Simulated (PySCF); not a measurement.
hydrogen fluoride (FH), SMILES F. Atoms are numbered in the order given.

```xyz
2

F      0.0000     0.0000    -0.0925
H      0.0000     0.0000     0.8329
```
Charge 0, spin multiplicity 1.

Geometry: B3LYP-D3(BJ)/def2-TZVPD.

Computed with TDA-CAM-B3LYP/def2-TZVPD run with PySCF.

Vertical excitations; the highest root listed may be one member of a degenerate set. Gas-phase values at a fixed geometry. State labels are in the subgroup C2v.

Computed UV-visible absorptions:
```tsv
state	symmetry	energy (eV)	λ (nm)	f	main pairs
S1	B2	9.90	125	0.031	HOMO→LUMO (degenerate set)
S2	B1	9.90	125	0.031	HOMO−1→LUMO (degenerate set)
S3	A2	12.89	96	0.000	HOMO−1→LUMO+3 49 %, HOMO→LUMO+2 49 %
S4	A2	12.91	96	0.000	HOMO→LUMO+2, HOMO−1→LUMO+3 (degenerate set)
S5	A1	12.91	96	0.000	HOMO→LUMO+3, HOMO−1→LUMO+2 (degenerate set)
S6	B2	12.99	95	0.022	HOMO→LUMO+1 (degenerate set)
S7	B1	12.99	95	0.022	HOMO−1→LUMO+1 (degenerate set)
S8	A1	13.38	93	0.071	HOMO−2→LUMO 41 %, HOMO−1→LUMO+2 29 %, HOMO→LUMO+3 29 %
S9	A1	14.57	85	0.072	HOMO−2→LUMO 49 %, HOMO−1→LUMO+2 18 %, HOMO→LUMO+3 18 %
S10	B1	15.54	80	0.067	HOMO−1→LUMO+6 92 %
T1	B2	9.38	132	0	HOMO→LUMO (degenerate set)
T2	B1	9.38	132	0	HOMO−1→LUMO (degenerate set)
T3	A1	12.57	99	0	HOMO−2→LUMO 42 %, HOMO→LUMO+3 25 %, HOMO−1→LUMO+2 25 %
T4	A1	12.65	98	0	HOMO−2→LUMO 48 %, HOMO−1→LUMO+2 23 %, HOMO→LUMO+3 23 %
```
Triplets are in the Tamm–Dancoff approximation.
